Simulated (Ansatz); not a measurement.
System: body-centred tetragonal In. Method: PBE in Ansatz (plane waves, PAW).

Settings: plane-wave cutoff 520 eV, 24×24×24 k mesh, Fermi–Dirac smearing 0.05 eV, scalar-relativistic PAW data made under PBE.

Cell (relaxed at this level):

Space group I4/mmm (No. 139); a = b = 3.303 Å, c = 5.035 Å, α = β = γ = 90.00°

```
atom  site  symmetry       x       y       z
----  ----  --------  ------  ------  ------
In      2a     4/mmm  0.0000  0.0000  0.0000
```
(The calculation used a cell of 1 atom; values per cell refer to that cell.)

Q: What does this level give for the bulk modulus B0 and pressure derivative B′ of the bulk modulus?

A: 
- bulk modulus B0 = 35.5 GPa
- pressure derivative B′ of the bulk modulus = 5.2

The run finds no gap.

Measured, for comparison: bulk modulus 44.7 GPa (copied from a table, unchecked, extrapolated to 0 K and zero-point effects removed; as tabulated in Lejaeghere et al. (2013), arXiv:1204.2733). Computed (rounded) less measured: bulk modulus not scored (unchecked).

Note: the bulk modulus comes from volumes at which shape and atoms were relaxed.

Spin–orbit coupling is not included.

Ansatz is an electronic-structure program.
